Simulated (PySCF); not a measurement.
# Cost against result

Saddle point of SiH2F2, singlet (SiF₂ + H₂ → SiH₂F₂ ([F][SiH2][F]); bonds formed: Si1–H4, Si1–H5; bonds broken: H4–H5), PBE0-D4/def2-TZVP structure:

Si1  (0.163, 0.121, -0.482)
F2  (0.745, 1.444, 0.182)
F3  (1.236, -1.034, -0.279)
H4  (-1.273, -0.198, -0.289)
H5  (-0.870, -0.333, 0.868)
(Å)

Barriers are electronic and count from the start structure reached by relaxing down the imaginary mode.

Program: PySCF 2.14 with density fitting (its default auxiliary sets; JK sets also for MP2 and CCSD(T)). Basis: as named in each row. Cores are frozen in the correlated methods. B3LYP uses VWN-RPA correlation. Extrapolation: Hartree–Fock as exp(−7.88 √X), correlation as X^−2.97.

Times are rough, for one single point on 4 threads of a shared host (AMD EPYC 7B13).

The estimate by CCSD(T) at an estimated basis limit (MP2 extrapolated from triple and quadruple zeta, plus CCSD(T) − MP2 in triple zeta) is 207.8 kJ/mol.

```json
{"method": "HF", "basis": "STO-3G", "time (s)": "under 1", "barrier (kJ/mol)": "383.8", "method less estimate": "176.1"}
{"method": "MP2", "basis": "def2-QZVPP", "time (s)": "1", "barrier (kJ/mol)": "220.6", "method less estimate": "12.9"}
{"method": "B3LYP-D4", "basis": "6-31G", "time (s)": "2", "barrier (kJ/mol)": "270.9", "method less estimate": "63.1"}
{"method": "PBE0-D4", "basis": "def2-SVP", "time (s)": "2", "barrier (kJ/mol)": "187.9", "method less estimate": "-19.8"}
{"method": "PBE-D4", "basis": "def2-SVP", "time (s)": "2", "barrier (kJ/mol)": "177.2", "method less estimate": "-30.6"}
{"method": "SPW92", "basis": "def2-TZVPP", "time (s)": "3", "barrier (kJ/mol)": "151.8", "method less estimate": "-55.9"}
{"method": "PBE0-D4", "basis": "def2-TZVPP", "time (s)": "3", "barrier (kJ/mol)": "191.6", "method less estimate": "-16.2"}
{"method": "B3LYP-D4", "basis": "def2-TZVPP", "time (s)": "3", "barrier (kJ/mol)": "209.1", "method less estimate": "1.4"}
{"method": "BHLYP-D4", "basis": "def2-TZVPP", "time (s)": "3", "barrier (kJ/mol)": "221.6", "method less estimate": "13.8"}
{"method": "CCSD(T)", "basis": "def2-SVP", "time (s)": "3", "barrier (kJ/mol)": "218.1", "method less estimate": "10.4"}
{"method": "PBE-D4", "basis": "def2-TZVPP", "time (s)": "4", "barrier (kJ/mol)": "183.0", "method less estimate": "-24.8"}
{"method": "r2SCAN-D4", "basis": "def2-TZVPP", "time (s)": "6", "barrier (kJ/mol)": "180.3", "method less estimate": "-27.5"}
{"method": "CCSD(T)", "basis": "def2-TZVPP", "time (s)": "34", "barrier (kJ/mol)": "211.3", "method less estimate": "3.6"}
{"method": "wB97M-V", "basis": "def2-TZVPP", "time (s)": "58", "barrier (kJ/mol)": "224.0", "method less estimate": "16.2"}
```

All methods are single points on the PBE0-D4 structures.

No T1 diagnostic of these runs exceeds 0.016. The restricted Hartree–Fock reference is unstable towards an unrestricted one at one or more of these structures. A large double-excitation amplitude points to some diradical character; no triplet was computed.

Losses and insertions of silylenes and their heavier kin drive the gas-phase chemistry of silicon and germanium vapour deposition.

Labels in which every atom is bracketed show which atoms are joined, not bond orders.
